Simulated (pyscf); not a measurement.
**Atom transfer: F–Si•(F)–O–Si(F)(F)–F + F–CH₂–F -> F–Si(F)(F)–O–Si(F)(F)–F + •H₂C–F**

Gas phase, doublet surface, charge 0. Bonds broken: C10–F11. Bonds formed: Si2–F11. PySCF, gas phase, ωB97X-D3(BJ)/def2-SVP geometries.

Transition state (Å):

```xyz
13

F     -0.4371    -1.6034     0.8812
Si    -1.6797    -0.5719     1.0872
F     -3.0022    -1.5057     0.9582
O     -1.6792     0.3559    -0.3003
Si    -0.6827     0.5753    -1.5485
F     -1.0046     1.9542    -2.2834
F      0.8453     0.6325    -1.0490
F     -0.7817    -0.6014    -2.6224
F      0.4753     2.4879     1.1288
C      0.8172     1.4450     1.8454
F     -0.7088     0.5870     2.0873
H      1.3647     0.6795     1.2890
H      1.0684     1.6746     2.8853
```

One imaginary mode, 957i cm⁻¹; descent along it reached the two sides named, in the forms told below.

```csv
bond,change,reactant side (Å),saddle,product side
C10–F11,breaks,1.364,1.767,3.8
Si2–F11,forms,2.8,1.813,1.592
```

Electronic energies relative to the separated reactants (kcal/mol):

| level | barrier | reaction energy | reverse barrier |
|---|---|---|---|
| ωB97X-D3(BJ)/def2-TZVP | 23.5 | -41.6 | 65.1 |
| PBE/def2-TZVP | 12.7 | -35.8 | 48.4 |
| r²SCAN/def2-TZVP | 12.4 | -42.4 | 54.8 |
| B3LYP-D3(BJ)/def2-TZVP | 15.6 | -41.2 | 56.9 |
| PBE0-D3(BJ)/def2-TZVP | 18.7 | -39.2 | 57.9 |
| M06-2X/def2-TZVP | 21.2 | -41.1 | 62.3 |
| ωB97M-D3(BJ)/def2-TZVP | 20.4 | -43.1 | 63.6 |
| HF/def2-TZVP | 46.7 | -48.0 | 94.7 |

With ωB97M-D3(BJ)/def2-TZVP energies and thermal terms (ideal gas, 1 atm, RRHO with modes under 100 cm⁻¹ raised to 100, one conformer, R ln 2 for chiral ones without a mode under 150 cm⁻¹), in kcal/mol:

```tsv
T (K)	ΔH‡	ΔG‡	ΔH	ΔG
298	19.4	31.5	-45.4	-45.0
600	20.6	43.4	-44.6	-44.9
900	21.5	54.5	-44.1	-45.2
1200	22.3	65.4	-43.8	-45.6
```

On the product side the descent ends in a complex (not fully relaxed), 4.1 kcal/mol under the separated species and 69.2 kcal/mol under the saddle at ωB97X-D3(BJ)/def2-TZVP. One saddle was located; it need not be the lowest between these sides. The angle at the transferred F is 134°.
